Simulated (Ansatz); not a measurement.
## Ge under compression and expansion

```
CELL_PARAMETERS angstrom
0.00000 2.88070 2.88070
2.88070 0.00000 2.88070
2.88070 2.88070 0.00000
ATOMIC_POSITIONS crystal
Ge 0.00000 0.00000 0.00000
Ge 0.25000 0.25000 0.25000
```

The structure comes from a relaxation in the same program, started in the diamond type, and has space group Fd-3m. Whether it is a known phase or the ground state wasn't checked.

Methods: DFT, PBE, all-electron LAPW, scalar-relativistic (Ansatz 0.2.0); DFT, PBE, PAW with Ansatz's default frozen-core files, scalar-relativistic (Ansatz 0.2.0).

For LAPW: a Γ-centred 11×11×11 k mesh, Fermi–Dirac smearing of 0.05 eV, basis error target 0.25 meV/atom, no spin polarisation. PAW takes a cutoff of 420 eV at this cell. The Ansatz runs share mesh, smearing and spin set-up. Plane-wave (PAW) pressures include the program's estimate of the Pulay term.

The cell above is scaled evenly, with fractional coordinates and shape held.

**Question.** Estimate the equilibrium volume and bulk modulus that LAPW (all electrons) gives for this fixed shape.

**Answer.** V0 = 23.91 Å³/atom, B0 = 58 GPa, B0′ = 4.8, from a third-order Birch–Murnaghan fit to these pressures:
```csv
V/V(cell),V (Å³/atom),"P, LAPW (GPa)","P, PAW (GPa)"
0.9405,22.483,4.17,4.17
0.9700,23.188,1.93,1.93
1.0000,23.905,0.00,0.00
1.0300,24.622,-1.61,-1.61
1.0600,25.340,-2.95,-2.96
```

PAW's V0 lies 0.00 % from the all-electron value and its B0 0.1 %. Symmetry fixes shape and coordinates here, so this is the relaxed modulus.
